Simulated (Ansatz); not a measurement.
# C₂H₄FN: taking an electron away

An exercise on one series of results from a longer session: the logs are not shown, and one member is left open.

Method: unrestricted cation, the program's frozen cores in correlated methods; program: Ansatz 0.2.0, Gaussian basis.

The runs, in order: UKS PBE-D4/def2-TZVPP; UKS r2SCAN-D4/def2-TZVPP; UKS PBE0-D4/def2-TZVPP; UKS B3LYP-D4/def2-TZVPP; UKS wB97X-V/def2-TZVPP; UKS wB97M-V/def2-TZVPP; UKS B2PLYP/def2-TZVPP; UHF-CCSD(T)/def2-TZVPP; UHF-MP2/def2-QZVPP; extrapolation to the limit; then −ε(HOMO) from the neutral's earlier runs with LDA (SPW92), PBE-D4, revPBE-D4, BLYP-D4, r2SCAN-D4, B97M-V, PBE0-D4, B3LYP-D4, r2SCANh-D4, r2SCAN0-D4, HSE06-D4, BHLYP-D4, CAM-B3LYP-D4, LC-ωPBE, ωB97X-V, ωB97M-V.

## The geometry

The geometry comes from an earlier relaxation with PBE0-D4 in a triple-zeta def2 set; it is a stationary point, not always the lowest conformer.

8 atoms, charge 0, spin multiplicity 1.

Atoms are counted from 1 here; the program's logs count them from 0.

Bond lengths: C1–N2 1.259 Å, C1–H5 1.089 Å, C1–H6 1.092 Å, N2–C3 1.412 Å, C3–F4 1.386 Å, C3–H7 1.094 Å, C3–H8 1.094 Å. Angles: N2–C1–H5 118.4°, N2–C1–H6 123.6°, H5–C1–H6 118.0°, C1–N2–C3 120.4°, N2–C3–F4 115.2°, N2–C3–H7 108.7°, N2–C3–H8 108.7°, F4–C3–H7 107.4°, F4–C3–H8 107.4°, H7–C3–H8 109.4°.

Set-up of the first run:

Contents of in.yaml:

```yaml
crystal:
  periodic: [false, false, false]
  atoms:
    - {symbol: C, position_ang: [-1.233342, 0.369791, -0.109852]}
    - {symbol: N, position_ang: [-0.400718, -0.521319, -0.423259]}
    - {symbol: C, position_ang: [0.945178, -0.420484, -0.007956]}
    - {symbol: F, position_ang: [1.247664, 0.704514, 0.743434]}
    - {symbol: H, position_ang: [-2.262289, 0.258778, -0.447604]}
    - {symbol: H, position_ang: [-0.980038, 1.250841, 0.483984]}
    - {symbol: H, position_ang: [1.585247, -0.403102, -0.895400]}
    - {symbol: H, position_ang: [1.190396, -1.296217, 0.600753]}
basis:
  gaussian: {orbitals: def2-TZVPP}
total_charge: 1
magnetization: {spin_polarized: true, initial_magnetization: 1}
hamiltonian: {xc: pbe, dispersion: d4}
```

Started as:

```
> ansatz run in.yaml --threads 2 --pin off --events-out ev --progress --plain --max-ram 4352MiB
```

Among the steps run: Cation, UKS PBE-D4/def2-TZVPP; Cation, UKS r2SCAN-D4/def2-TZVPP; Cation, UKS PBE0-D4/def2-TZVPP; Cation, UKS B3LYP-D4/def2-TZVPP; Cation, UKS wB97X-V/def2-TZVPP; Cation, UKS wB97M-V/def2-TZVPP; Cation, UKS B2PLYP (frozen core)/def2-TZVPP; Cation, UHF-CCSD(T)/def2-TZVPP; Cation, UHF-MP2/def2-QZVPP.

One table of the session follows, with a row left open; its other results are not shown here.

It belongs to the step «Ionisation energies side by side». Orbital estimates, from the neutral's runs:

| functional | −ε(HOMO) (eV) |
| --- | --- |
| LDA (SPW92) | 6.53 |
| PBE-D4 | 6.43 |
| revPBE-D4 | 6.38 |
| BLYP-D4 | 6.35 |
| r2SCAN-D4 | 6.76 |
| B97M-V | 6.95 |
| PBE0-D4 | 7.97 |
| B3LYP-D4 | 7.75 |
| r2SCANh-D4 | 7.33 |
| r2SCAN0-D4 | 8.20 |
| HSE06-D4 | 7.57 |
| BHLYP-D4 | 9.48 |
| CAM-B3LYP-D4 | 9.45 |
| LC-ωPBE | ? |
| ωB97X-V | 10.46 |
| ωB97M-V | 10.37 |

**Question.** Estimate the row for LC-ωPBE.

As computed: −ε(HOMO) (eV): 10.79. In the column «−ε(HOMO) (eV)» it is the highest.
